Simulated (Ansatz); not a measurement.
**Worked example: H₂Ge–AsH, triplet against H2Ge–AsH, singlet**

Geometry (PBE0/def2-TZVP stationary point of a singlet), kept for both states (H2Ge–AsH, singlet: A'; H2Ge–AsH, triplet: A'):

```yaml
atoms:
  - { symbol: Ge, position_ang: [0.0000, 0.0130, 1.1097] }
  - { symbol: As, position_ang: [0.0000, -0.0326, -1.1138] }
  - { symbol: H, position_ang: [0.0000, 1.2621, 2.0021] }
  - { symbol: H, position_ang: [0.0000, -1.2714, 1.9501] }
  - { symbol: H, position_ang: [0.0000, 1.4941, -1.1312] }
```

Basis cc-pVDZ; Ansatz 0.2.0. Correlated methods freeze the noble-gas cores and the filled d shells of p-block atoms. R marks a restricted (for open shells ROHF) determinant. No spin–orbit coupling is included, and no scalar relativity.

Full CI isn't at hand for all of this; RCCSDT(Q) serves as the reference, and is uncertain by about the last step of the cluster series.

| level | E(H2Ge–AsH, singlet) (hartree) | E(H2Ge–AsH, triplet) (hartree) |
| --- | --- | --- |
| RCCSD(T) | -4311.469926 | -4311.393278 |
| PBE | -4313.941957 | -4313.864310 |
| r2SCAN | -4314.574203 | -4314.504752 |
| RCCSDT(Q) | -4311.471772 | -4311.394630 |

Task: Give the vertical gap, H2Ge–AsH triplet less H2Ge–AsH singlet, at each level in eV (1 hartree = 27.2114 eV), and each error against RCCSDT(Q).

Result: RCCSDT(Q): (-4311.394630 − (-4311.471772)) × 27.2114 = 2.099 eV (the reference)
r2SCAN: (-4314.504752 − (-4314.574203)) × 27.2114 = 1.890 eV, error -0.209 eV
PBE: (-4313.864310 − (-4313.941957)) × 27.2114 = 2.113 eV, error 0.014 eV
RCCSD(T): (-4311.393278 − (-4311.469926)) × 27.2114 = 2.086 eV, error -0.013 eV

Total energies of functionals can't be set beside those of wave-function methods, since they hold the core's correlation and their own absolute errors; only the differences compare.

In so small a basis the reference is far from its limit while semilocal and hybrid functionals are nearer theirs, so the functionals' errors here hold much of the reference's basis and frozen-core error, which can add to them or hide them.

Each level lands on the state that its own search finds. T1 diagnostics of restricted CCSD: 0.020 and 0.018.
